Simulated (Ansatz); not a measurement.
# BSiHO (singlet): wave-function methods side by side, cc-pVDZ

An exercise on one series of results from a longer session: the logs are not shown, and one member is left open.

Computed with Ansatz 0.2.0, Gaussian basis. Level: cc-pVDZ, core rule «outside noble gas», up to 7 orbitals frozen.

To be run: UHF; CCSD(T) on RHF; CCSD(T) on UHF; BCCD(T) on RHF; CISD; CCSDT(Q) on RHF; CCSDT(Q) on UHF; CASSCF and MRCISD+Q, 8 electrons in 8 orbitals; CASSCF and NEVPT2, 8 electrons in 8 orbitals.

23 further runs of the same task are left out: 8 that didn't finish, 15 set aside as unsound or not needed.

## The system

The geometry is a PBE0/def2-TZVP stationary point (not a proven minimum) of the parent state, kept for this charge and spin.

4 atoms, charge 0, spin multiplicity 1.

Atoms are counted from 1 here; the program's logs count them from 0.

Bond lengths: B1–Si2 1.800 Å, B1–H4 1.175 Å, Si2–O3 1.513 Å. Angles: Si2–B1–H4 180.0°, B1–Si2–O3 180.0°.

Geometry (Å):

```mol
BHOSi
  3D, bonds by distance, orders not assigned

  4  3  0  0  0  0  0  0  0  0999 V2000
    0.0000    0.0000    0.9843 B   0  0
    0.0000    0.0000   -0.8153 Si  0  0
    0.0000    0.0000   -2.3284 O   0  0
    0.0000    0.0000    2.1595 H   0  0
  1  2  8  0
  1  4  8  0
  2  3  8  0
M  END
```

The first run:

in.yaml reads:

```yaml
crystal:
  periodic: [false, false, false]
  atoms:
    - {symbol: B, position_ang: [0.000000, 0.000000, 0.984275]}
    - {symbol: Si, position_ang: [0.000000, 0.000000, -0.815325]}
    - {symbol: O, position_ang: [0.000000, 0.000000, -2.328425]}
    - {symbol: H, position_ang: [0.000000, 0.000000, 2.159475]}
basis:
  gaussian: {orbitals: cc-pVDZ}
magnetization: {spin_polarized: true, initial_magnetization: 0}
hamiltonian: {xc: hf}
output: {orbitals: {seedname: orbitals}}
```

Started as:

```
> ansatz run in.yaml --threads 1 --pin off --events-out ev --progress --plain --max-ram 2393MiB
```

Among the steps run: UHF; CCSD(T) on RHF; CCSD(T) on UHF; BCCD(T) on RHF; CISD; CCSDT(Q) on RHF; CCSDT(Q) on UHF; CASSCF and MRCISD+Q, 8 electrons in 8 orbitals; CASSCF and NEVPT2, 8 electrons in 8 orbitals.

One of the session's tables, all rows but one given; the rest of the session is left out.

```
   method  from RCCSDT(Q) (kJ/mol)
      RHF                  +1029.8
      UHF                   +935.3
     RMP2                   +121.6
     UMP2                    +63.3
     CISD                   +172.1
    RCCSD                    +65.6
    UCCSD                     +7.6
 RCCSD(T)                    +23.8
 UCCSD(T)                    -33.8
  BCCD(T)                    +23.0
   RCCSDT                        ?
   UCCSDT                    -53.2
RCCSDT(Q)                        0
UCCSDT(Q)                    -67.5
```

Estimate the missing values for RCCSDT.

**Answer.** from RCCSDT(Q) (kJ/mol): +12.8. In the column «from RCCSDT(Q) (kJ/mol)» it lies between UCCSD (+7.6) and BCCD(T) (+23.0).

Left out of the table: CASSCF frontier, NEVPT2 frontier, MRCISD frontier, MRCISD+Q frontier (the active space lost an orbital or holds another state than full CI finds).

To keep in mind: The determinant is far from a pure spin state, so its energy mixes those of several spin states (harmless only where they are near-degenerate, as at dissociation). The report flags that the cluster equations may have other roots. The program flags UCCSD(T), RCCSDT(Q), UCCSDT(Q) as in doubt, so the zero of the table is itself unsure. Warnings: restricted reference is unstable; spin contamination; large T1 diagnostic. Restricted and unrestricted rows rest on different reference determinants; where their highest levels disagree by more than a few hundredths of an eV, they describe different states and don't form one ladder. Warnings in the runs' records: passed over end.
